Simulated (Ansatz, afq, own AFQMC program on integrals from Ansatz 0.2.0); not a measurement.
**GeNH, triplet in cc-pVTZ, levels against CCSDT(Q)**

```yaml
atoms:
  - { symbol: Ge, position_ang: [0.0000, -0.0292, 0.3009] }
  - { symbol: N, position_ang: [0.0000, 0.0385, -1.5921] }
  - { symbol: H, position_ang: [0.0000, 1.5661, 0.4378] }
```

Connectivity, by distances: GeH–N.

Basis cc-pVTZ. Noble-gas cores (and the filled d shells of Ga–Kr and In–Xe) are frozen. Ansatz 0.2.0 and our own AFQMC program on the same integrals; the CISD trial comes from CCSD amplitudes, and released means the phaseless constraint is let go. Uncertainties: one standard error, sampling alone. No spin–orbit coupling.

Determinant: UHF, the one that the program's search chose, which needn't be the lowest solution. The geometry is a PBE0/def2-TZVP stationary point of this or a neighbouring charge and spin state.

No full CI on the walks' own integrals is used here; CCSDT(Q) serves as the reference and is uncertain by about the last step of the cluster series.

Cautions: no relativity below Rb; no spin-orbit coupling; inner d shell frozen; lower spins were not checked; an unrestricted solution with more broken spin lies lower (32 meV, ⟨S²⟩ 2.24).

The T1 diagnostic is 0.0307, the weight of the determinant in the CISD state is 0.865 and the ⟨S²⟩ of the determinant is 2.023. The size of the correlated space is 10 electrons in 72 orbitals.

```json
{"level": "MP2", "correlation energy (eV)": "-5.9510"}
{"level": "CCSD", "correlation energy (eV)": "-6.9248"}
{"level": "CCSD(T)", "correlation energy (eV)": "-7.1826"}
```

Problem. Estimate where AFQMC with the constraint released lies against CCSD(T) on the same integrals.

Solution. 57.2 ± 10.1 meV below CCSD(T).

Reference: CCSDT(Q), correlation energy -7.244 eV. The released energy is read at 2.40 1/Eh (meV from the phaseless value at times in 1/Eh: -4 ± 7 at 0.24, -10 ± 6 at 0.51, -11 ± 6 at 0.99, -19 ± 8 at 1.62, -23 ± 10 at 2.40).

```json
{"level": "CCSD(T)", "E − E(reference) (meV)": "61.5", "share of correlation (%)": "99.15"}
{"level": "CCSDT", "E − E(reference) (meV)": "16.1", "share of correlation (%)": "99.78"}
{"level": "ph-AFQMC/HF", "E − E(reference) (meV)": "114.2 ± 33.1", "share of correlation (%)": "98.42"}
{"level": "ph-AFQMC/CISD", "E − E(reference) (meV)": "27.7 ± 6.7", "share of correlation (%)": "99.62"}
{"level": "released AFQMC", "E − E(reference) (meV)": "4.3 ± 10.1", "share of correlation (%)": "99.94"}
```

A walk keeps the symmetry of its determinant, which the program's search chose and which needn't be the lowest solution, so a lower state of the same spin and another symmetry isn't excluded. Released energies are given only where the last usable release times agree within the noise; a slower fall can still hide under it.
